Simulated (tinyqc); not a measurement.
Worked calculation: G0W0 on RHF in the sto-6g basis, for H2O, spin multiplicity 1. One step of it, computed by the program tinyqc.

Problem. G0W0 on Hartree-Fock: LUMO. W(p,q,m) = sqrt2 sum_ia (pq|ia) (X+Y)_ia,m; Sigma_c(x) = sum_(i,m) W^2/(x - e_i + w_m) + sum_(a,m) W^2/(x - e_a - w_m); solve x = e_p + Sigma_c(x) by Newton steps; Z = 1/(1 - dSigma/dx); 1 hartree = 27.211386 eV.

orbital energies (hartree): MO1 -20.504197, MO2 -1.196236, MO3 -0.556110, MO4 -0.405342, MO5 -0.380398, MO6 0.419051, MO7 0.597649

Two-electron integrals over orbitals (pq|rs), unique and non-zero (hartree):
```
(11|11) 4.763392    (21|11) -0.441494   (21|21) 0.065919    (22|11) 1.037637
(22|21) -0.016801   (22|22) 0.724660    (31|31) 0.010260    (32|31) 0.016095
(32|32) 0.129399    (33|11) 0.747434    (33|21) -0.004290   (33|22) 0.606206
(33|33) 0.584878    (41|11) 0.156068    (41|21) -0.021768   (41|22) 0.011396
(41|33) 0.004592    (41|41) 0.025383    (42|11) -0.143371   (42|21) 0.007886
(42|22) -0.027193   (42|33) 0.003137    (42|41) 0.020269    (42|42) 0.131754
(43|31) -0.001897   (43|32) 0.030073    (43|43) 0.053717    (44|11) 0.959035
(44|21) -0.011145   (44|22) 0.673425    (44|33) 0.563603    (44|41) -0.009648
(44|42) -0.097776   (44|44) 0.720799    (51|51) 0.026657    (52|51) 0.033280
(52|52) 0.151886    (53|53) 0.025610    (54|51) -0.010851   (54|52) -0.040334
(54|54) 0.047462    (55|11) 1.117098    (55|21) -0.011648   (55|22) 0.757897
(55|33) 0.593666    (55|41) 0.003838    (55|42) -0.075338   (55|44) 0.701674
(55|55) 0.880663    (61|11) 0.212211    (61|21) -0.033279   (61|22) 0.004187
(61|33) -0.000060   (61|41) -0.002268   (61|42) -0.020016   (61|44) 0.014738
(61|55) 0.005241    (61|61) 0.026485    (62|11) -0.274864   (62|21) 0.007361
(62|22) -0.129700   (62|33) -0.059498   (62|41) -0.018119   (62|42) -0.033299
(62|44) -0.072110   (62|55) -0.142573   (62|61) 0.007573    (62|62) 0.092232
(63|31) -0.002035   (63|32) 0.045920    (63|43) 0.041332    (63|63) 0.085736
(64|11) -0.257628   (64|21) 0.002664    (64|22) -0.126999   (64|33) -0.044437
(64|41) -0.002826   (64|42) 0.034416    (64|44) -0.130211   (64|55) -0.144160
(64|61) 0.000201    (64|62) 0.064819    (64|64) 0.090112    (65|51) -0.013531
(65|52) -0.052744   (65|54) -0.005628   (65|65) 0.033424    (66|11) 0.750989
(66|21) -0.007313   (66|22) 0.575452    (66|33) 0.538446    (66|41) 0.017429
(66|42) 0.050519    (66|44) 0.532642    (66|55) 0.560977    (66|61) -0.007365
(66|62) -0.082409   (66|64) -0.047285   (66|66) 0.565567    (71|31) 0.014712
(71|32) 0.021975    (71|43) -0.002818   (71|63) -0.002585   (71|71) 0.021123
(72|31) 0.014893    (72|32) 0.057844    (72|43) -0.025560   (72|63) -0.027853
(72|71) 0.020440    (72|72) 0.070301    (73|11) 0.375048    (73|21) -0.006631
(73|22) 0.172823    (73|33) 0.088817    (73|41) -0.000203   (73|42) -0.068977
(73|44) 0.153274    (73|55) 0.205676    (73|61) 0.004959    (73|62) -0.070989
(73|64) -0.095355   (73|66) 0.041170    (73|73) 0.156271    (74|31) -0.007420
(74|32) -0.067369   (74|43) -0.011179   (74|63) -0.056906   (74|71) -0.010536
(74|72) -0.017929   (74|74) 0.066045    (75|53) 0.024066    (75|75) 0.026088
(76|31) -0.007980   (76|32) -0.090045   (76|43) -0.062977   (76|63) -0.077406
(76|71) -0.011047   (76|72) -0.000823   (76|74) 0.058827    (76|76) 0.119525
(77|11) 0.857249    (77|21) -0.009068   (77|22) 0.613718    (77|33) 0.579471
(77|41) 0.003115    (77|42) -0.022789   (77|44) 0.586746    (77|55) 0.616463
(77|61) 0.004137    (77|62) -0.063500   (77|64) -0.053428   (77|66) 0.542765
(77|73) 0.106466    (77|77) 0.602184
```

excitation energies w (hartree): 0.863714  0.920595  1.020729  1.028900  1.225848  1.413301  1.840978  1.932239  20.976153  21.144065

X + Y:
```
            1          2         3         4          5          6          7          8
1>6  0.000000  -0.000175  0.000000  0.000000   0.000000  -0.001311  -0.001036   0.000000
1>7  0.000000   0.000000  0.001416  0.000000  -0.001033   0.000000   0.000000  -0.003810
2>6  0.000000  -0.102163  0.000000  0.000000   0.000000   0.372615   0.874986   0.000000
2>7  0.000000   0.000000  0.084725  0.000000   0.020677   0.000000   0.000000   0.961422
3>6  0.000000   0.000000  0.682338  0.000000   0.636585   0.000000   0.000000  -0.040451
3>7  0.000000   0.303816  0.000000  0.000000   0.000000   0.821186  -0.250726   0.000000
4>6  0.000000   0.907865  0.000000  0.000000   0.000000  -0.174958   0.110205   0.000000
4>7  0.000000   0.000000  0.706920  0.000000  -0.633369   0.000000   0.000000  -0.024267
5>6  0.962078   0.000000  0.000000  0.000000   0.000000   0.000000   0.000000   0.000000
5>7  0.000000   0.000000  0.000000  0.974974   0.000000   0.000000   0.000000   0.000000

            9         10
1>6  0.998738   0.000000
1>7  0.000000   0.999000
2>6  0.000112   0.000000
2>7  0.000000   0.000331
3>6  0.000000  -0.000023
3>7  0.000052   0.000000
4>6  0.000002   0.000000
4>7  0.000000  -0.000095
5>6  0.000000   0.000000
5>7  0.000000   0.000000
```

Give: The 12 largest terms at x = e_p; Newton steps; quasiparticle energy of the LUMO; Hartree-Fock value.

Solution.

The 12 largest terms at x = e_p (hartree; W for the signs of X + Y given):
```
q  m       W       term
7  5  -0.122     -0.011
6  7  -0.124     -0.008
3  5   0.127      0.007
2  7   0.149      0.006
4  7   0.128      0.006
4  6  -0.099   4.37e-03
4  2   0.065   2.45e-03
5  1   0.045   1.24e-03
6  2  -0.031  -1.05e-03
2  6  -0.050   8.22e-04
2  2   0.039   6.12e-04
3  8  -0.041   5.73e-04
```

Newton steps (hartree):
```
step      x  Sigma_c(x)      Z
0     0.419       0.010  0.975
1     0.429       0.010  0.975
2     0.429       0.010  0.975
```

quasiparticle energy of the LUMO = 11.665 eV

Hartree-Fock value = 11.403 eV
